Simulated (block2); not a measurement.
**CHO+ (SMILES C#[O+]): DMRG/ANO-RCC-MB**

What is the vertical singlet–triplet gap of CHO+ at DMRG/ANO-RCC-MB? The job is set up through a Python script.

Program for the calculation: block2 0.5.4.

5 further runs of the same task are left out: 5 set aside as unsound or not needed.

## 1. Starting point

The species is CHO+ (3 atoms), meant as a singlet with charge +1. SMILES: `C#[O+]`. Geometry: relaxed at GFN2-xTB.

Bond lengths: C1–O2 1.091 Å, C1–H3 1.098 Å. Angles: O2–C1–H3 179.9°.

## 2. A single-point energy at DMRG/ANO-RCC-MB

The input, block2_dmrg.py:

```python
import numpy as np
from pyscf import cc, dft, gto, mcscf, mp, scf
from pyblock2._pyscf.ao2mo import integrals as itg
from pyblock2.driver.core import DMRGDriver, SymmetryTypes

mol = gto.M(atom="""
C      0.000660     0.002380     0.000800
O      0.164200     1.060720     0.207090
H     -0.164860    -1.063100    -0.207890
""", basis="ano-rcc-mb", charge=1, verbose=3)
print("nao: %d" % (mol.nao))
mf = scf.RHF(mol)
mf.conv_tol = 1e-10
mf.max_cycle = 200
mf.kernel()
if not mf.converged:
    mf = mf.newton().run(mf.mo_coeff, mf.mo_occ)
print("reference energy: %.10f" % (mf.e_tot))
# MP2, CCSD and CCSD(T) with the same frozen core
ref = mf
pt = mp.MP2(ref, frozen=2).run()
mycc = cc.CCSD(ref, frozen=2)
mycc.max_cycle = 150
mycc.kernel()
print(f"MP2 total energy: {pt.e_tot:.10f}")
if mycc.converged:
    print("CCSD total energy: %.10f" % (mycc.e_tot))
    print(f"E(CCSD(T)): {mycc.e_tot + mycc.ccsd_t():.10f}")
    print(f"T1 diagnostic: {mycc.get_t1_diagnostic():.4f}")
# a few density functionals on the same geometry and basis
ks = dft.RKS(mol, xc="bhandhlyp").set(conv_tol=1e-9, verbose=3).run()
if ks.converged:
    print("E(BHLYP): %.8f" % (ks.e_tot))
ks = dft.RKS(mol, xc="pbe0").set(conv_tol=1e-9, verbose=3).run()
if ks.converged:
    print(f"E(PBE0): {ks.e_tot:.8f}")
ks = dft.RKS(mol, xc="lda,vwn5").set(conv_tol=1e-9, verbose=3).run()
if ks.converged:
    print(f"E(SVWN5): {ks.e_tot:.8f}")
# rotate to MP2 natural orbitals
occ_no, mo = mcscf.addons.make_natural_orbitals(mp.MP2(mf, frozen=2).run())
mf.mo_coeff = mo
ncas, n_elec, spin, ecore, h1e, g2e, orb_sym = itg.get_rhf_integrals(mf, ncore=2, ncas=9, pg_symm=False, g2e_symm=1)
drv = DMRGDriver(scratch="./tmp", symm_type=SymmetryTypes.SU2, stack_mem=1500 << 20, n_threads=1)
# order the orbitals along the chain
idx = drv.orbital_reordering(h1e, g2e, method="fiedler")
print("orbital order:", idx.tolist())
h1e = h1e[np.ix_(idx, idx)]
g2e = g2e[np.ix_(idx, idx, idx, idx)]
orb_sym = np.array(orb_sym)[idx]
drv.initialize_system(n_sites=ncas, n_elec=n_elec, spin=spin, orb_sym=orb_sym)
mpo = drv.get_qc_mpo(h1e=h1e, g2e=g2e, ecore=ecore, iprint=0)
mps = drv.get_random_mps(tag="GS", bond_dim=12, nroots=1)
bond_dims = [12] * 3 + [25] * 3 + [50] * 4 + [100] * 3
noises = [0.001] * 3 + [0.0001] * 3 + [0.0001] * 4 + [1e-05] * 3 + [0]
thrds = [1e-09] * 13
e = drv.dmrg(mpo, mps, n_sweeps=19, tol=1e-06, bond_dims=bond_dims, noises=noises, thrds=thrds, iprint=2)
ms, dws, es = drv.get_dmrg_results()
print("discarded weight: %.3e" % (dws[-1]))
print(f"total energy: {e:.10f}")
dm1 = drv.get_1pdm(mps)
print("occupation numbers:", np.round(np.linalg.eigvalsh(dm1)[::-1], 5).tolist())
c_act = mf.mo_coeff[:, 2:11][:, idx]
dm_ao = c_act @ dm1 @ c_act.T + 2 * mf.mo_coeff[:, :2] @ mf.mo_coeff[:, :2].T
print("dipole moment (debye):", np.round(scf.hf.dip_moment(mol, dm_ao, verbose=0), 4).tolist())
print(f"max block entropy: {max(drv.get_bipartite_entanglement(mps)):.4f}")
csf, coef = drv.get_csf_coefficients(mps, cutoff=0.1, iprint=1)
print(f"leading coefficient squared: {np.max(np.abs(coef)) ** 2:.4f}")
# exact diagonalisation in the same space
ci = mcscf.CASCI(mf, 9, (5, 5))
ci.fix_spin_(ss=0)
ci.fcisolver.conv_tol = 1e-10
ci.fcisolver.max_cycle = 200
ci.kernel()
print("FCI energy: %.10f" % (ci.e_tot))
```

On the command line:

```bash
$ python block2_dmrg.py
```

The log of the run:

```text
nao: 11
converged SCF energy = -112.683561934073
reference energy: -112.6835619341
E(RMP2) = -112.811209409182  E_corr = -0.127647475108938
E(SCS-RMP2) = -112.809701580035  E_corr = -0.126139645962025
E(CCSD) = -112.818053092848  E_corr = -0.1344911587745701
MP2 total energy: -112.8112094092
CCSD total energy: -112.8180530928
CCSD(T) correction = -0.00406692119815479
E(CCSD(T)): -112.8221200140
T1 diagnostic: 0.0179
converged SCF energy = -113.202623808032
E(BHLYP): -113.20262381
converged SCF energy = -113.135062266436
E(PBE0): -113.13506227
converged SCF energy = -112.362716556862
E(SVWN5): -112.36271656
E(RMP2) = -112.811209409182  E_corr = -0.127647475108938
E(SCS-RMP2) = -112.809701580035  E_corr = -0.126139645962025
orbital order: [8, 1, 7, 2, 5, 6, 0, 4, 3]
Environment initialization | Nsites =     9 | Center =     0
 INIT-R <-- Site =    6 ..  Bmem =   200 B Rmem =   200 B T = 0.00
 INIT-R <-- Site =    5 ..  Bmem = 4.94 KB Rmem = 4.94 KB T = 0.00
 INIT-R <-- Site =    4 ..  Bmem = 74.0 KB Rmem = 21.0 KB T = 0.00
 INIT-R <-- Site =    3 ..  Bmem =  359 KB Rmem = 20.6 KB T = 0.01
 INIT-R <-- Site =    2 ..  Bmem =  264 KB Rmem = 34.6 KB T = 0.02
 INIT-R <-- Site =    1 ..  Bmem =  313 KB Rmem = 23.0 KB T = 0.01
 INIT-R <-- Site =    0 ..  Bmem =  208 KB Rmem = 18.0 KB T = 0.01
Time init sweep =        0.047 | MaxBmem =  359 KB | MaxRmem = 20.6 KB
 | Tread = 0.000 | Twrite = 0.001 | Tfpread = 0.000 | Tfpwrite = 0.000 | data = 122 KB | cpsd = 105 KB | Tasync = 0.000

Sweep =    0 | Direction =  forward | Bond dimension =   12 | Noise =  1.00e-03 | Dav threshold =  1.00e-09
 --> Site =    0-   1 .. Mmps =    3 Ndav =  13 E =   -109.9065908906 Error = 0.00e+00 FLOPS = 2.13e+07 Tdav = 0.00 T = 0.01
 --> Site =    1-   2 .. Mmps =   10 Ndav =  11 E =   -110.7623553661 Error = 0.00e+00 FLOPS = 2.50e+08 Tdav = 0.00 T = 0.01
 --> Site =    2-   3 .. Mmps =   12 Ndav =  18 E =   -111.5693528423 Error = 2.04e-04 FLOPS = 7.41e+08 Tdav = 0.00 T = 0.02
 --> Site =    3-   4 .. Mmps =   12 Ndav =  11 E =   -112.0522743715 Error = 7.34e-04 FLOPS = 6.69e+08 Tdav = 0.00 T = 0.02
 --> Site =    4-   5 .. Mmps =   12 Ndav =  16 E =   -112.7640922557 Error = 3.19e-04 FLOPS = 9.19e+08 Tdav = 0.00 T = 0.02
 --> Site =    5-   6 .. Mmps =   12 Ndav =   9 E =   -112.8036491384 Error = 3.68e-04 FLOPS = 6.48e+08 Tdav = 0.00 T = 0.01
 --> Site =    6-   7 .. Mmps =   12 Ndav =   5 E =   -112.8030022881 Error = 4.11e-06 FLOPS = 2.66e+08 Tdav = 0.00 T = 0.01
 --> Site =    7-   8 .. Mmps =   12 Ndav =   1 E =   -112.8030022864 Error = 1.76e-16 FLOPS = 4.09e+07 Tdav = 0.00 T = 0.00
Time elapsed =      0.106 | E =    -112.8036491384 | DW = 7.33711e-04
Time sweep =        0.106 | 9.28 MFLOP/SWP
 | Dmem = 38.1 KB (9%) | Imem = 125 KB (93%) | Hmem = 511 KB | Wmem = 1.73 KB | Pmem = 17.1 KB
 | Tread = 0.001 | Twrite = 0.001 | Tfpread = 0.000 | Tfpwrite = 0.000 | Tmporead = 0.000
 | data = 60.2 KB | cpsd = 46.2 KB | Tasync = 0.000
 | Trot = 0.001 | Tctr = 0.000 | Tint = 0.000 | Tmid = 0.000 | Tdctr = 0.001 | Tdiag = 0.002 | Tinfo = 0.007
 | Teff = 0.074 | Tprt = 0.003 | Teig = 0.014 | Tblk = 0.096 | Tmve = 0.010 | Tdm = 0.000 | Tsplt = 0.000 | Tsvd = 0.000 | Torth = 0.000

Sweep =    1 | Direction = backward | Bond dimension =   12 | Noise =  1.00e-03 | Dav threshold =  1.00e-09
 <-- Site =    7-   8 .. Mmps =    3 Ndav =   1 E =   -112.8030022864 Error = 0.00e+00 FLOPS = 3.99e+07 Tdav = 0.00 T = 0.00
 <-- Site =    6-   7 .. Mmps =   10 Ndav =   2 E =   -112.8030022882 Error = 0.00e+00 FLOPS = 2.04e+08 Tdav = 0.00 T = 0.00
 <-- Site =    5-   6 .. Mmps =   12 Ndav =   7 E =   -112.8036491385 Error = 4.23e-04 FLOPS = 6.39e+08 Tdav = 0.00 T = 0.01
 <-- Site =    4-   5 .. Mmps =   12 Ndav =   9 E =   -112.8047482114 Error = 4.58e-04 FLOPS = 9.19e+08 Tdav = 0.00 T = 0.01
 <-- Site =    3-   4 .. Mmps =   12 Ndav =   8 E =   -112.8107108606 Error = 3.66e-05 FLOPS = 8.92e+08 Tdav = 0.00 T = 0.01
 <-- Site =    2-   3 .. Mmps =   12 Ndav =   9 E =   -112.8201156530 Error = 1.95e-04 FLOPS = 7.44e+08 Tdav = 0.00 T = 0.01
 <-- Site =    1-   2 .. Mmps =   12 Ndav =   5 E =   -112.8196695969 Error = 2.34e-05 FLOPS = 2.49e+08 Tdav = 0.00 T = 0.00
 <-- Site =    0-   1 .. Mmps =   12 Ndav =   2 E =   -112.8196589276 Error = 5.04e-19 FLOPS = 4.23e+07 Tdav = 0.00 T = 0.00
Time elapsed =      0.162 | E =    -112.8201156530 | DE = -1.65e-02 | DW = 4.58282e-04
Time sweep =        0.056 | 5.37 MFLOP/SWP
 | Dmem = 17.4 KB (20%) | Imem = 37.3 KB (97%) | Hmem = 308 KB | Wmem = 1.77 KB | Pmem = 13.8 KB
 | Tread = 0.000 | Twrite = 0.001 | Tfpread = 0.000 | Tfpwrite = 0.000 | Tmporead = 0.000
 | data = 59.3 KB | cpsd = 48.9 KB | Tasync = 0.000
 | Trot = 0.001 | Tctr = 0.000 | Tint = 0.000 | Tmid = 0.000 | Tdctr = 0.000 | Tdiag = 0.001 | Tinfo = 0.002
 | Teff = 0.035 | Tprt = 0.003 | Teig = 0.007 | Tblk = 0.050 | Tmve = 0.005 | Tdm = 0.000 | Tsplt = 0.000 | Tsvd = 0.000 | Torth = 0.000

[... 1 line left out ...]
 --> Site =    0-   1 .. Mmps =    3 Ndav =   1 E =   -112.8196589276 Error = 0.00e+00 FLOPS = 3.55e+07 Tdav = 0.00 T = 0.00
[... 2 lines left out ...]
 --> Site =    3-   4 .. Mmps =   12 Ndav =   6 E =   -112.8197293971 Error = 8.23e-05 FLOPS = 8.82e+08 Tdav = 0.00 T = 0.01
[... 2 lines left out ...]
 --> Site =    6-   7 .. Mmps =   12 Ndav =   4 E =   -112.8203713929 Error = 5.00e-06 FLOPS = 2.50e+08 Tdav = 0.00 T = 0.01
[... 11 lines left out ...]
 <-- Site =    6-   7 .. Mmps =   10 Ndav =   2 E =   -112.8203713932 Error = 0.00e+00 FLOPS = 1.92e+08 Tdav = 0.00 T = 0.00
[... 2 lines left out ...]
 <-- Site =    3-   4 .. Mmps =   25 Ndav =   8 E =   -112.8222623173 Error = 7.16e-07 FLOPS = 1.64e+09 Tdav = 0.00 T = 0.02
[... 2 lines left out ...]
 <-- Site =    0-   1 .. Mmps =   18 Ndav =   1 E =   -112.8227639793 Error = 2.96e-21 FLOPS = 1.20e+08 Tdav = 0.00 T = 0.00
[... 11 lines left out ...]
 --> Site =    2-   3 .. Mmps =   25 Ndav =   7 E =   -112.8228019078 Error = 5.04e-06 FLOPS = 1.39e+09 Tdav = 0.00 T = 0.01
[... 2 lines left out ...]
 --> Site =    5-   6 .. Mmps =   25 Ndav =   6 E =   -112.8228758207 Error = 4.29e-06 FLOPS = 1.40e+09 Tdav = 0.00 T = 0.01
[... 11 lines left out ...]
 <-- Site =    7-   8 .. Mmps =    3 Ndav =   1 E =   -112.8228698055 Error = 0.00e+00 FLOPS = 1.32e+08 Tdav = 0.00 T = 0.00
[... 2 lines left out ...]
 <-- Site =    4-   5 .. Mmps =   25 Ndav =   7 E =   -112.8229610172 Error = 5.32e-05 FLOPS = 2.35e+09 Tdav = 0.00 T = 0.03
[... 2 lines left out ...]
 <-- Site =    1-   2 .. Mmps =   25 Ndav =   5 E =   -112.8228127908 Error = 2.86e-08 FLOPS = 7.28e+08 Tdav = 0.00 T = 0.01
[... 11 lines left out ...]
 --> Site =    1-   2 .. Mmps =   10 Ndav =   1 E =   -112.8228127908 Error = 0.00e+00 FLOPS = 4.74e+08 Tdav = 0.00 T = 0.01
[... 2 lines left out ...]
 --> Site =    4-   5 .. Mmps =   50 Ndav =   8 E =   -112.8230086117 Error = 7.46e-07 FLOPS = 3.01e+09 Tdav = 0.01 T = 0.05
[... 2 lines left out ...]
 --> Site =    7-   8 .. Mmps =   30 Ndav =   1 E =   -112.8230676197 Error = 1.74e-20 FLOPS = 3.55e+08 Tdav = 0.00 T = 0.01
[... 11 lines left out ...]
 <-- Site =    5-   6 .. Mmps =   35 Ndav =   3 E =   -112.8230677420 Error = 0.00e+00 FLOPS = 2.20e+09 Tdav = 0.00 T = 0.01
[... 2 lines left out ...]
 <-- Site =    2-   3 .. Mmps =   50 Ndav =   2 E =   -112.8231012570 Error = 2.44e-07 FLOPS = 1.97e+09 Tdav = 0.00 T = 0.02
[... 11 lines left out ...]
 --> Site =    0-   1 .. Mmps =    3 Ndav =   1 E =   -112.8231012330 Error = 0.00e+00 FLOPS = 3.88e+08 Tdav = 0.00 T = 0.00
[... 2 lines left out ...]
 --> Site =    3-   4 .. Mmps =   50 Ndav =   4 E =   -112.8231013996 Error = 2.15e-07 FLOPS = 3.51e+09 Tdav = 0.01 T = 0.05
[... 2 lines left out ...]
 --> Site =    6-   7 .. Mmps =   50 Ndav =   2 E =   -112.8231032384 Error = 4.55e-10 FLOPS = 1.23e+09 Tdav = 0.00 T = 0.01
[... 11 lines left out ...]
 <-- Site =    6-   7 .. Mmps =   10 Ndav =   1 E =   -112.8231032384 Error = 0.00e+00 FLOPS = 9.97e+08 Tdav = 0.00 T = 0.01
 <-- Site =    5-   6 .. Mmps =   35 Ndav =   3 E =   -112.8231033515 Error = 0.00e+00 FLOPS = 2.27e+09 Tdav = 0.00 T = 0.01
 <-- Site =    4-   5 .. Mmps =   50 Ndav =   5 E =   -112.8231051080 Error = 1.85e-06 FLOPS = 3.34e+09 Tdav = 0.01 T = 0.05
 <-- Site =    3-   4 .. Mmps =   50 Ndav =   4 E =   -112.8231017705 Error = 5.75e-08 FLOPS = 3.50e+09 Tdav = 0.01 T = 0.05
 <-- Site =    2-   3 .. Mmps =   50 Ndav =   2 E =   -112.8231016311 Error = 2.45e-07 FLOPS = 1.93e+09 Tdav = 0.00 T = 0.02
 <-- Site =    1-   2 .. Mmps =   50 Ndav =   2 E =   -112.8231016075 Error = 1.50e-10 FLOPS = 1.21e+09 Tdav = 0.00 T = 0.01
 <-- Site =    0-   1 .. Mmps =   28 Ndav =   1 E =   -112.8231016075 Error = 1.21e-20 FLOPS = 3.81e+08 Tdav = 0.00 T = 0.01
[... 8 lines left out ...]
Sweep =   10 | Direction =  forward | Bond dimension =  100 | Noise =  1.00e-05 | Dav threshold =  1.00e-09
 --> Site =    0-   1 .. Mmps =    3 Ndav =   1 E =   -112.8231016075 Error = 0.00e+00 FLOPS = 3.30e+08 Tdav = 0.00 T = 0.00
 --> Site =    1-   2 .. Mmps =   10 Ndav =   1 E =   -112.8231016075 Error = 0.00e+00 FLOPS = 1.00e+09 Tdav = 0.00 T = 0.01
 --> Site =    2-   3 .. Mmps =   35 Ndav =   3 E =   -112.8231016311 Error = 0.00e+00 FLOPS = 2.14e+09 Tdav = 0.00 T = 0.02
 --> Site =    3-   4 .. Mmps =  100 Ndav =   4 E =   -112.8231017707 Error = 2.12e-10 FLOPS = 3.47e+09 Tdav = 0.01 T = 0.05
 --> Site =    4-   5 .. Mmps =  100 Ndav =   6 E =   -112.8231057493 Error = 8.41e-09 FLOPS = 3.72e+09 Tdav = 0.03 T = 0.12
 --> Site =    5-   6 .. Mmps =  100 Ndav =   1 E =   -112.8231057477 Error = 1.64e-09 FLOPS = 2.44e+09 Tdav = 0.00 T = 0.04
 --> Site =    6-   7 .. Mmps =  100 Ndav =   1 E =   -112.8231057477 Error = 6.27e-18 FLOPS = 1.42e+09 Tdav = 0.00 T = 0.02
 --> Site =    7-   8 .. Mmps =   57 Ndav =   1 E =   -112.8231057477 Error = 1.95e-21 FLOPS = 7.75e+08 Tdav = 0.00 T = 0.01
Time elapsed =      1.402 | E =    -112.8231057493 | DE = -6.41e-07 | DW = 8.41471e-09
Time sweep =        0.266 | 161 MFLOP/SWP
 | Dmem = 818 KB (8%) | Imem = 85.5 KB (96%) | Hmem = 9.99 MB | Wmem = 33.7 KB | Pmem = 294 KB
 | Tread = 0.003 | Twrite = 0.004 | Tfpread = 0.003 | Tfpwrite = 0.003 | Tmporead = 0.000
 | data = 2.59 MB | cpsd = 1.94 MB | Tasync = 0.000
 | Trot = 0.012 | Tctr = 0.000 | Tint = 0.000 | Tmid = 0.000 | Tdctr = 0.003 | Tdiag = 0.002 | Tinfo = 0.013
 | Teff = 0.165 | Tprt = 0.010 | Teig = 0.048 | Tblk = 0.234 | Tmve = 0.030 | Tdm = 0.001 | Tsplt = 0.005 | Tsvd = 0.000 | Torth = 0.000

Sweep =   11 | Direction = backward | Bond dimension =  100 | Noise =  1.00e-05 | Dav threshold =  1.00e-09
 <-- Site =    7-   8 .. Mmps =    3 Ndav =   1 E =   -112.8231057477 Error = 0.00e+00 FLOPS = 7.26e+08 Tdav = 0.00 T = 0.00
 <-- Site =    6-   7 .. Mmps =   10 Ndav =   1 E =   -112.8231057477 Error = 0.00e+00 FLOPS = 1.43e+09 Tdav = 0.00 T = 0.01
 <-- Site =    5-   6 .. Mmps =   35 Ndav =   1 E =   -112.8231057477 Error = 0.00e+00 FLOPS = 2.40e+09 Tdav = 0.00 T = 0.02
 <-- Site =    4-   5 .. Mmps =  100 Ndav =   2 E =   -112.8231057493 Error = 8.56e-10 FLOPS = 3.80e+09 Tdav = 0.01 T = 0.09
 <-- Site =    3-   4 .. Mmps =  100 Ndav =   3 E =   -112.8231057622 Error = 7.04e-11 FLOPS = 3.83e+09 Tdav = 0.02 T = 0.10
 <-- Site =    2-   3 .. Mmps =  100 Ndav =   1 E =   -112.8231057621 Error = 3.73e-10 FLOPS = 2.46e+09 Tdav = 0.00 T = 0.03
 <-- Site =    1-   2 .. Mmps =  100 Ndav =   1 E =   -112.8231057621 Error = 7.10e-19 FLOPS = 1.44e+09 Tdav = 0.00 T = 0.02
 <-- Site =    0-   1 .. Mmps =   58 Ndav =   1 E =   -112.8231057621 Error = 8.48e-21 FLOPS = 6.73e+08 Tdav = 0.00 T = 0.01
Time elapsed =      1.699 | E =    -112.8231057622 | DE = -1.29e-08 | DW = 8.55524e-10
Time sweep =        0.297 | 112 MFLOP/SWP
 | Dmem = 856 KB (8%) | Imem = 85.5 KB (96%) | Hmem = 10.5 MB | Wmem = 34.5 KB | Pmem = 301 KB
 | Tread = 0.002 | Twrite = 0.004 | Tfpread = 0.002 | Tfpwrite = 0.003 | Tmporead = 0.000
 | data = 2.66 MB | cpsd = 2.08 MB | Tasync = 0.000
 | Trot = 0.013 | Tctr = 0.000 | Tint = 0.000 | Tmid = 0.000 | Tdctr = 0.000 | Tdiag = 0.003 | Tinfo = 0.008
 | Teff = 0.213 | Tprt = 0.013 | Teig = 0.033 | Tblk = 0.271 | Tmve = 0.025 | Tdm = 0.001 | Tsplt = 0.005 | Tsvd = 0.000 | Torth = 0.000

Sweep =   12 | Direction =  forward | Bond dimension =  100 | Noise =  1.00e-05 | Dav threshold =  1.00e-09
 --> Site =    0-   1 .. Mmps =    3 Ndav =   1 E =   -112.8231057621 Error = 0.00e+00 FLOPS = 7.11e+08 Tdav = 0.00 T = 0.00
 --> Site =    1-   2 .. Mmps =   10 Ndav =   1 E =   -112.8231057621 Error = 0.00e+00 FLOPS = 1.48e+09 Tdav = 0.00 T = 0.01
 --> Site =    2-   3 .. Mmps =   35 Ndav =   1 E =   -112.8231057621 Error = 0.00e+00 FLOPS = 2.47e+09 Tdav = 0.00 T = 0.03
 --> Site =    3-   4 .. Mmps =  100 Ndav =   1 E =   -112.8231057621 Error = 1.11e-10 FLOPS = 3.79e+09 Tdav = 0.01 T = 0.08
 --> Site =    4-   5 .. Mmps =  100 Ndav =   2 E =   -112.8231057629 Error = 8.36e-09 FLOPS = 3.80e+09 Tdav = 0.01 T = 0.09
 --> Site =    5-   6 .. Mmps =  100 Ndav =   1 E =   -112.8231057614 Error = 1.65e-09 FLOPS = 2.39e+09 Tdav = 0.00 T = 0.04
 --> Site =    6-   7 .. Mmps =  100 Ndav =   1 E =   -112.8231057614 Error = 8.39e-18 FLOPS = 1.41e+09 Tdav = 0.00 T = 0.02
 --> Site =    7-   8 .. Mmps =   61 Ndav =   1 E =   -112.8231057614 Error = 3.51e-22 FLOPS = 6.47e+08 Tdav = 0.00 T = 0.01
Time elapsed =      1.987 | E =    -112.8231057629 | DE = -7.53e-10 | DW = 8.36037e-09
Time sweep =        0.288 | 68.5 MFLOP/SWP
 | Dmem = 856 KB (8%) | Imem = 85.5 KB (96%) | Hmem = 10.5 MB | Wmem = 34.5 KB | Pmem = 301 KB
 | Tread = 0.005 | Twrite = 0.003 | Tfpread = 0.004 | Tfpwrite = 0.003 | Tmporead = 0.000
 | data = 2.57 MB | cpsd = 1.93 MB | Tasync = 0.000
 | Trot = 0.012 | Tctr = 0.000 | Tint = 0.000 | Tmid = 0.000 | Tdctr = 0.003 | Tdiag = 0.003 | Tinfo = 0.013
 | Teff = 0.214 | Tprt = 0.010 | Teig = 0.021 | Tblk = 0.257 | Tmve = 0.030 | Tdm = 0.001 | Tsplt = 0.005 | Tsvd = 0.000 | Torth = 0.000

Sweep =   13 | Direction = backward | Bond dimension =  100 | Noise =  0.00e+00 | Dav threshold =  1.00e-07
 <-- Site =    7-   8 .. Mmps =    3 Ndav =   1 E =   -112.8231057614 Error = 0.00e+00 FLOPS = 7.45e+08 Tdav = 0.00 T = 0.00
 <-- Site =    6-   7 .. Mmps =   10 Ndav =   1 E =   -112.8231057614 Error = 0.00e+00 FLOPS = 1.49e+09 Tdav = 0.00 T = 0.01
 <-- Site =    5-   6 .. Mmps =   35 Ndav =   1 E =   -112.8231057614 Error = 0.00e+00 FLOPS = 2.45e+09 Tdav = 0.00 T = 0.02
 <-- Site =    4-   5 .. Mmps =   93 Ndav =   1 E =   -112.8231057614 Error = 7.19e-21 FLOPS = 3.68e+09 Tdav = 0.01 T = 0.08
 <-- Site =    3-   4 .. Mmps =  100 Ndav =   1 E =   -112.8231057614 Error = 1.08e-15 FLOPS = 3.77e+09 Tdav = 0.01 T = 0.08
 <-- Site =    2-   3 .. Mmps =   70 Ndav =   1 E =   -112.8231057614 Error = 6.16e-20 FLOPS = 2.39e+09 Tdav = 0.00 T = 0.03
 <-- Site =    1-   2 .. Mmps =   59 Ndav =   1 E =   -112.8231057614 Error = 2.13e-20 FLOPS = 1.50e+09 Tdav = 0.00 T = 0.02
 <-- Site =    0-   1 .. Mmps =   44 Ndav =   1 E =   -112.8231057614 Error = 1.29e-20 FLOPS = 5.52e+08 Tdav = 0.00 T = 0.01
Time elapsed =      2.237 | E =    -112.8231057614 | DE = 1.51e-09 | DW = 1.07606e-15
Time sweep =        0.250 | 46.6 MFLOP/SWP
 | Dmem = 805 KB (8%) | Imem = 85.5 KB (96%) | Hmem = 9.83 MB | Wmem = 33.1 KB | Pmem = 0 B
 | Tread = 0.002 | Twrite = 0.003 | Tfpread = 0.002 | Tfpwrite = 0.002 | Tmporead = 0.000
 | data = 1.99 MB | cpsd = 1.51 MB | Tasync = 0.000
 | Trot = 0.010 | Tctr = 0.000 | Tint = 0.000 | Tmid = 0.000 | Tdctr = 0.000 | Tdiag = 0.003 | Tinfo = 0.008
 | Teff = 0.202 | Tprt = 0.000 | Teig = 0.015 | Tblk = 0.227 | Tmve = 0.022 | Tdm = 0.000 | Tsplt = 0.004 | Tsvd = 0.000 | Torth = 0.000

discarded weight: 1.076e-15
total energy: -112.8231057614
occupation numbers: [1.99619, 1.98322, 1.97728, 1.93797, 1.93797, 0.06677, 0.06677, 0.02284, 0.01099]
dipole moment (debye): [-0.2525, -1.6335, -0.3185]
max block entropy: 0.4022
DTRIE T =      0.001
Number of CSF =          4 (cutoff =       0.1)
Sum of weights of included CSF =    0.957239402679021

CSF          0 020200222  =   -0.957750439054941
CSF          1 020220202  =    0.118832398709355
CSF          2 020202220  =    0.118832329183890
CSF          3 0202+-2+-  =    0.108218472206928
leading coefficient squared: 0.9173
CASCI E = -112.823105763006  E(CI) = -36.3848971470141  S^2 = 0.0000000
FCI energy: -112.8231057630
```

Run time: 5.1 s. Hardware: 1 thread of Arm Neoverse V2, shared host; peak memory 0.26 GiB.

[end of part 1 of 2]
